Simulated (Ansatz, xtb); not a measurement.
**A geometry optimisation of H6N2Si with r2SCAN-D4/def2-SVP**

The starting geometry of this gas-phase singlet was built from a drawn formula by distance geometry and a force field; its bonds are those of `[NH-][NH2+][SiH3]`.

```yaml
atoms:
  - { symbol: N, position_ang: [1.1453, 1.5847, -0.6085] }
  - { symbol: N, position_ang: [0.0412, 0.7652, -1.0429] }
  - { symbol: Si, position_ang: [-0.0184, -0.8161, -0.3395] }
  - { symbol: H, position_ang: [1.0517, 1.8352, 0.4002] }
  - { symbol: H, position_ang: [-0.8504, 1.2795, -0.8725] }
  - { symbol: H, position_ang: [0.1439, 0.6060, -2.1375] }
  - { symbol: H, position_ang: [1.1201, -1.6101, -0.7231] }
  - { symbol: H, position_ang: [-0.2047, -0.6738, 1.1114] }
  - { symbol: H, position_ang: [-1.2361, -1.4288, -0.9474] }
```

Task: Where would you expect an optimisation with r2SCAN-D4/def2-SVP to take it?

Result: It rearranges to `NN[SiH3]`. Contacts that open: N2–Si3 (1.73 → 2.68 Å). Contacts that close: N1–Si3 (2.68 → 1.73 Å).

The energy falls by 2.78 eV over 18 steps:

```
step  E − E(last) (eV)
   1             2.778
   3             2.192
   5             1.957
   7             1.605
   9             1.254
  10             0.828
  12             0.425
  14             0.056
  16             0.007
  18             0.000
```

Final geometry (Å):

```xyz
9

N     0.2012    0.7660   -0.3669
N    -0.1173    1.1273   -1.6873
Si    0.1799   -0.9213    0.0174
H     0.5736    1.4851    0.2516
H    -0.8710    1.8165   -1.7019
H     0.6886    1.5366   -2.1647
H     1.1394   -1.7347   -0.7970
H     0.5730   -1.0090    1.4587
H    -1.1751   -1.5247   -0.1697
```

From the same start GFN2-xTB reaches the same bonding as this run.

The end wasn't checked by frequencies. Run with Ansatz 0.2.0, 36 s on 1 thread of Arm Neoverse V2, on a shared host.
